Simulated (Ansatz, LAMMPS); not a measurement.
**Ladder of methods for the lattice parameter a of fluorite CeO2**

Reference value: 5.391 Å (measured, 0 K, extrapolated to 0 K; as tabulated in Stimac et al. (2024), arXiv:2411.06536).

What do ionic model lewis1985b, PBE, rVV10, r²SCAN, PBE0 give, and how far is each from the reference?


| level (code) | value (Å) | difference (%) |
|---|---|---|
| ionic model lewis1985b (shell model, LAMMPS) | 5.447 | +1.04 |
| PBE (Ansatz) | 5.464 | +1.35 |
| rVV10 (Ansatz) | 5.498 | +1.98 |
| r²SCAN (Ansatz) | 5.437 | +0.85 |
| PBE0 (Ansatz) | 5.396 | +0.09 |

Of the ranked levels PBE0 (+0.09 %) comes nearest. Farthest off among them: rVV10 (+1.98 %). Of the ranked levels only PBE0 lands within 0.5 %.

The measured value isn't corrected to a static lattice, so vibrations enter the comparison. A static lattice is as a rule a little smaller than the measured one. The crystal itself was run without spin with PBE, rVV10, r²SCAN, PBE0; a magnetic state was not tried in these runs. Cutoffs and k meshes differ between the levels. Ansatz's density-functional and Hartree–Fock values are scalar-relativistic unless marked +SOC, with PAW data made under PBE.

Empirical potentials (ionic model lewis1985b) are fitted to chosen data: where that held the value shown, agreement is built in, and what lay outside the fit can be far off.

Differences are worked out from the printed values.

Ansatz is a first-principles code.
